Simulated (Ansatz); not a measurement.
# Reading a saddle point

A first-order saddle point of SiH₄SO, closed shell, PBE0-D4/def2-TZVP, with one imaginary mode of 528i cm⁻¹:

Si1  (-0.685, -0.131, 0.575)
S2  (1.520, 0.017, -0.428)
O3  (-1.024, 1.267, 0.001)
H4  (0.620, 1.113, -0.550)
H5  (-1.208, -1.397, -0.010)
H6  (-0.325, -0.354, 2.001)
H7  (1.103, -0.516, -1.589)
(Å)

Ansatz 0.2.0; basis: def2-TZVPP and def2-QZVPP; cores frozen in the correlated methods. Extrapolation: Hartree–Fock as exp(−7.88 √X), correlation as X^−2.97.

Task: Which contacts change along the imaginary mode, and what lies on either side? (Judge from chemistry; the calculation decides.)

Result: By the calculation: The step is SiH₄SO ([OH][SiH2][SH]) → SiH₂O ([O][SiH2]) + H₂S (still joined by a long Si–S bond), with the molecules in contact on both sides. Shortening one way: S2–H4; lengthening the same way: Si1–S2, O3–H4.
| pair | one side (Å) | saddle (Å) | other side (Å) |
| --- | --- | --- | --- |
| S2–H4 | 3.33 | 1.42 | 1.35 |
| Si1–S2 | 2.13 | 2.43 | 2.51 |
| O3–H4 | 0.96 | 1.74 | 3.04 |

Task: Which side is lower, and how far does the saddle lie above each? (To be estimated.)

Result: By the calculation: The side with Si1–S2, O3–H4 short is lower by 50.44 kcal/mol; the saddle lies 54.34 kcal/mol above it and 3.90 kcal/mol above the other (CCSD(T) at an estimated basis limit (MP2 extrapolated from triple and quadruple zeta, plus CCSD(T) − MP2 in triple zeta); electronic energies).

No T1 diagnostic of these runs exceeds 0.017.

Labels in which every atom is bracketed show which atoms are joined, not bond orders.

For scale, one of the runs: CCSD(T)/def2-TZVPP, 171 basis functions, launched by `ansatz run in.yaml --threads 2 --pin off --events-out ev --progress --plain --max-ram 4352MiB`. Time: 33 s of wall clock on 2 CPU threads of an Arm Neoverse V1; the host was shared. Peak host memory: 1.4 GiB.
